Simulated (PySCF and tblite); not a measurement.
Results of a calculation; reference values are marked as such.
C5H8, numbered as in [CH2:1]=[CH:2][CH:3]1[CH2:4][CH2:5]1.

Free energies: PBE0-D3(BJ)/pcSseg-1 (IEF-PCM, chloroform) on PBE0-D3(BJ)/def2-SVP structures plus GFN2-xTB thermal terms, symmetry and mirror images included. Conformers within 3 kcal/mol (GFN2-xTB free energy) were kept, 4 at most. Couplings: B3LYP/6-31G* with pcJ-1 on H (gas phase; spin-dipole term only for pairs with B, N, F, Si or P). Couplings are for ¹H. H–H couplings come out 0.1 to 0.9 Hz lower than with pcJ-1 on all atoms. Of two unlike H on one atom, a is the less shielded (PBE0/pcSseg-1 (IEF-PCM, chloroform)). Programs: PySCF with density fitting and tblite.

Torsions listed: C1–C2–C3–C4.

| conformer | shape | weight % |
| --- | --- | --- |
| 1 | -145° | 97.3 |
| 2 | 35° | 2.7 |

(1) Give the couplings in each conformer and the averages at 298.15 K (pairs that fast motion interchanges averaged).

Answers

(1) 
| coupling | pairs | 1 | 2 | average (Hz) |
| --- | --- | --- | --- | --- |
| ²J(H1b,H1a) | 1 | 1.6 | 0.5 | 1.5 |
| ³J(H1b,H2) | 1 | 11.2 | 12.2 | 11.3 |
| ³J(H1a,H2) | 1 | 16.5 | 17.5 | 16.6 |
| ³J(H2,H3) | 1 | 9.8 | 8.2 | 9.8 |
| ³J(H3,H4b) | 2 | 4.5 | 4.7 | 4.5 |
| ³J(H3,H4a) | 2 | 9.4 | 9.6 | 9.4 |
| ²J(H4b,H4a) | 2 | -6.0 | -5.4 | -6.0 |
| ³J(H4b,H5b) | 1 | 10.5 | 10.5 | 10.5 |
| ³J(H4b,H5a) | 2 | 6.1 | 6.6 | 6.1 |
| ³J(H4a,H5a) | 1 | 9.8 | 10.6 | 9.8 |
